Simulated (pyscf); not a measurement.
# Substitution at S: `[SbH2][S][SbH2]` + `[H]` [doublet] → `[SbH2]` [doublet] + `[SH][SbH2]`

Gas phase, doublet surface, charge 0. Bonds broken: Sb1–S2. Bonds formed: S2–H8. Structures and frequencies: ωB97X-D3(BJ)/def2-SVP in PySCF.

Transition state (Å):

```xyz
8

Sb    -1.6912    -0.5867     1.6495
S     -1.2497     1.1262    -0.0750
Sb    -0.1058    -0.3515    -1.6373
H     -2.2008    -1.7884     0.5408
H     -0.1031    -1.2333     1.6365
H      0.3713     0.9389    -2.6534
H      1.3904    -0.3086    -0.8071
H     -1.5972     2.4706    -1.4963
```

One imaginary mode, 630i cm⁻¹; descent along it reached the two sides named, in the forms told below.

```tsv
bond	change	reactant side (Å)	saddle	product side
Sb1–S2	breaks	2.418	2.470	3.5
S2–H8	forms	3.1	1.987	1.347
```

Electronic energies relative to the separated reactants (kJ/mol):

| level | barrier | reaction energy | reverse barrier |
|---|---|---|---|
| ωB97X-D3(BJ)/def2-TZVP | 11.6 | -102.7 | 114.3 |
| PBE/def2-TZVP | -8.6 | -124.9 | 116.4 |
| r²SCAN/def2-TZVP | -14.0 | -133.9 | 119.9 |
| B3LYP-D3(BJ)/def2-TZVP | -10.5 | -132.7 | 122.2 |
| PBE0-D3(BJ)/def2-TZVP | -2.0 | -121.1 | 119.1 |
| M06-2X/def2-TZVP | 7.7 | -150.3 | 158.1 |
| ωB97M-D3(BJ)/def2-TZVP | 9.8 | -142.7 | 152.4 |
| HF/def2-TZVP | 44.8 | -149.0 | 193.8 |

With ωB97M-D3(BJ)/def2-TZVP energies and thermal terms (ideal gas, 1 atm, RRHO with modes under 100 cm⁻¹ raised to 100, one conformer, R ln 2 for chiral ones without a mode under 150 cm⁻¹), in kJ/mol:

```tsv
T (K)	ΔH‡	ΔG‡	ΔH	ΔG
298	8.7	34.9	-133.9	-148.3
600	7.4	62.0	-139.3	-160.8
900	6.1	89.5	-144.9	-170.3
1200	4.9	117.5	-150.1	-178.0
```

On the product side the descent ends in a complex, 17.9 kJ/mol under the separated species and 132.2 kJ/mol under the saddle at ωB97X-D3(BJ)/def2-TZVP. At PBE, r²SCAN, B3LYP-D3(BJ), PBE0-D3(BJ) this geometry lies under the reactants; that is no barrier but a single point on another level's saddle; such a level's own saddle, if it has one, lies nearer that side and is low. One saddle was located; it need not be the lowest between these sides. The angle at the attacked S is 160°. Elements past Kr carry the def2 core potentials, without spin-orbit coupling.
